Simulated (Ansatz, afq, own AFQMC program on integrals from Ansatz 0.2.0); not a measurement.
**Mn, sextet → Mn, octet**

A free Mn atom.

E(octet, charge +0) − E(sextet, charge +0) at this geometry, on UHF and UHF determinants.

Basis def2-SVP. Noble-gas cores (and the filled d shells of Ga–Kr and In–Xe) are frozen. Integrals, coupled cluster, full CI and functionals: Ansatz 0.2.0; the random walks run on the same integrals in our own AFQMC program. The CISD trial takes its coefficients from CCSD amplitudes. Released means that phaseless walkers are propagated on without the constraint, phases kept. Uncertainties: one standard error, sampling alone. The metal's outer-core s and p shells are frozen, which shifts wave-function levels against functionals. The errors of all members are added in quadrature.

Full CI on the same integrals is exact in this basis and with this determinant's frozen core.

Errors are counted within def2-SVP, not against nature.

Cautions: no relativity below Rb; outer-core shells of the metal frozen; Mn (sextet): the ph-AFQMC/HF walk drifts between its halves (2.3 errors), the ph-AFQMC/CISD walk drifts between its halves (2.2 errors); Mn (octet): another spin lies lower.

Reference (full CI): 3.035 eV.

```tsv
level	vertical spin gap (eV)	error against FCI (eV)
HF	2.185	-0.850
MP2	2.725	-0.310
CCSD	3.000	-0.035
CCSD(T)	3.029	-0.006
CCSDT	3.035	0.000
CCSDT(Q)	3.035	0.000
ph-AFQMC/HF	2.946 ± 0.018	-0.089 ± 0.018
ph-AFQMC/CISD	3.034 ± 0.004	-0.001 ± 0.004
released AFQMC	3.029 ± 0.004	-0.005 ± 0.004
```

Correlation beyond CCSD(T) adds 0.006 eV. The perturbative (T) step is worth +0.029 eV.

CCSDT and higher add their correlation energy to the determinant of the CCSD(T) run, since their own runs factorise the integrals more tightly (a shift of under 2 meV). A walk keeps the symmetry of its determinant, which the program's search chose and which needn't be the lowest solution, so a lower state of the same spin and another symmetry isn't excluded. Released energies are given only where the last usable release times agree within the noise; a slower fall can still hide under it.
